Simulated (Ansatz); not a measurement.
**CH₃NOS: one species, many methods**

Aim: compute CH₃NOS with functionals from several rungs and with coupled cluster, and see how far each lands from CCSD(T) at the basis-set limit for the atomisation energy.

The runs use Ansatz 0.2.0, Gaussian basis; functionals in def2-TZVPP, the program's frozen cores in correlated methods.

Plan: LDA (SPW92), PBE-D4, revPBE-D4, BLYP-D4, r2SCAN-D4, B97M-V, PBE0-D4, B3LYP-D4, r2SCANh-D4, r2SCAN0-D4, HSE06-D4, BHLYP-D4, CAM-B3LYP-D4, LC-ωPBE, ωB97X-V, ωB97M-V, B2PLYP, PBE-QIDH; CCSD(T)/def2-SVP; CCSD(T)/def2-TZVPP; CCSD(T)/def2-QZVPP; extrapolation to the limit; RPA on PBE.

## (1) The geometry

All runs share one geometry, relaxed beforehand with PBE0-D4 in a triple-zeta def2 set.

SMILES `CN=S=O`, 7 atoms, charge 0, spin multiplicity 1.

Atoms are counted from 1 here; the program's logs count them from 0.

Bond lengths: C1–N2 1.443 Å, C1–H5 1.093 Å, C1–H6 1.093 Å, C1–H7 1.092 Å, N2–S3 1.506 Å, S3–O4 1.454 Å. Angles: N2–C1–H5 108.4°, N2–C1–H6 108.4°, N2–C1–H7 113.4°, H5–C1–H6 107.0°, H5–C1–H7 109.7°, H6–C1–H7 109.7°, C1–N2–S3 124.7°, N2–S3–O4 119.6°.

## (2) LDA

This LDA is Slater exchange with PW92 correlation.

Contents of in.yaml:

```yaml
crystal:
  periodic: [false, false, false]
  atoms:
    - {symbol: C, position_ang: [0.247841, 0.769119, 0.005780]}
    - {symbol: N, position_ang: [-0.966113, 0.009868, 0.181448]}
    - {symbol: S, position_ang: [-1.059134, -1.491272, 0.097136]}
    - {symbol: O, position_ang: [0.136867, -2.270020, -0.179372]}
    - {symbol: H, position_ang: [0.098373, 1.474876, -0.815119]}
    - {symbol: H, position_ang: [0.419712, 1.360012, 0.908876]}
    - {symbol: H, position_ang: [1.122454, 0.147416, -0.198739]}
basis:
  gaussian: {orbitals: def2-TZVPP}
hamiltonian: {xc: lda}
output: {orbitals: {seedname: orbitals}}
```

Started as:

```
> ansatz run in.yaml --threads 2 --pin off --events-out ev --progress --plain --max-ram 32768MiB --backend cpu
```

After this run come: PBE-D4 (GGA); revPBE-D4 (GGA); BLYP-D4 (GGA); r2SCAN-D4 (meta-GGA); B97M-V (meta-GGA); B3LYP-D4 (hybrid); r2SCANh-D4 (hybrid); r2SCAN0-D4 (hybrid); HSE06-D4 (hybrid); BHLYP-D4 (hybrid); CAM-B3LYP-D4 (range-separated); LC-ωPBE (range-separated); ωB97X-V (range-separated); ωB97M-V (range-separated); B2PLYP (double hybrid); PBE-QIDH (double hybrid); CCSD(T) in def2-SVP; CCSD(T) in def2-TZVPP; CCSD(T) in def2-QZVPP; RPA on PBE orbitals.

Before running them: what should the planned runs give, taken together? Wanted: atomisation energy, CCSD(T)/CBS; farthest beyond LDA; mean size of error, GGA; mean size of error, meta-GGA; mean size of error, hybrid; mean size of error, range-separated; mean size of error, double hybrid; gap, smallest and largest; T1 diagnostic.

As calculated:

| quantity | value |
| --- | --- |
| atomisation energy, CCSD(T)/CBS | 599.5 kcal/mol |
| functionals within 3.0 kcal/mol (0.5 %) | B3LYP-D4, CAM-B3LYP-D4, ωB97X-V |
| farthest beyond LDA | BHLYP-D4 (-37.9 kcal/mol) |
| mean size of error, GGA | 20.2 kcal/mol |
| mean size of error, meta-GGA | 4.5 kcal/mol |
| mean size of error, hybrid | 11.7 kcal/mol |
| mean size of error, range-separated | 2.7 kcal/mol |
| mean size of error, double hybrid | 6.6 kcal/mol |
| gap, smallest and largest | 3.83 eV (LDA (SPW92)), 11.15 eV (LC-ωPBE) |
| T1 diagnostic | 0.0186 |
| triples share of the correlation energy | 4.8 % |

The LDA atomisation energy is off by 125.5 kcal/mol (21 %): it overbinds. PBE-D4 is off by +33.3 kcal/mol. Double hybrids carry the basis error of their MP2 part in triple zeta, and no dispersion term here, so their miss is partly the set-up's. Taken by rung, range-separated functionals do best (2.7 kcal/mol on average) and GGA ones worst beyond LDA (20.2 kcal/mol). Misses under about 3.0 kcal/mol are within the doubt on the reference itself, which lacks core-valence correlation, relativity and higher excitations. Hartree-Fock recovers 60 % of the binding; the rest is correlation. CCSD(T) in def2-SVP is off by -66.3 kcal/mol, so the small basis spoils what the method gains. Orbital gaps span 3.8 to 11.2 eV; exact exchange widens them. The restricted reference is unstable towards a spin-broken one.
